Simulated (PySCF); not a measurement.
Compound: CS₂.
InChI=1S/CS2/c2-1-3

Level of theory: PBE0/pcSseg-1 in PySCF (dipole) on a GFN2-xTB geometry, gas phase.

Masses are those of the commonest isotopes; rigid-rotor values at the optimised geometry. 

Q: What are the moment of inertia and the rotational constant?

A: I = 153.647 u·Å², B = 505379 MHz·u·Å²/I = 3289 MHz (0.1097 cm⁻¹, or 0.158 K as hB/k).

Q: List the first levels of a rigid rotor in a Σ state.

A: E(J) = BJ(J+1): J = 1: 0.219, J = 2: 0.658, J = 3: 1.317, J = 4: 2.194, J = 5: 3.291, J = 6: 4.608 cm⁻¹. The exchanged nuclei have no spin, so only every second level exists.

Q: Has it a pure rotational spectrum?

A: Not by electric dipole: D∞h allows no dipole (computed 0.00 D). Rotational Raman lines (ΔJ = 2) lie at B(4J + 6), spaced by 8B = 0.878 cm⁻¹ as every second level is missing.

Q: Estimate the classical rotational partition function at 10 K, 200 K and 298.15 K.

A: Point group D∞h, symmetry number σ = 2; q = kT/(σhB), k/h = 20836.6 MHz/K: 31.7 at 10 K, 633 at 200 K, 944 at 298.15 K.

Whether it is a minimum is left open (no frequencies). Constants of a rigid frame at the computed geometry: no zero-point averaging, no centrifugal distortion.
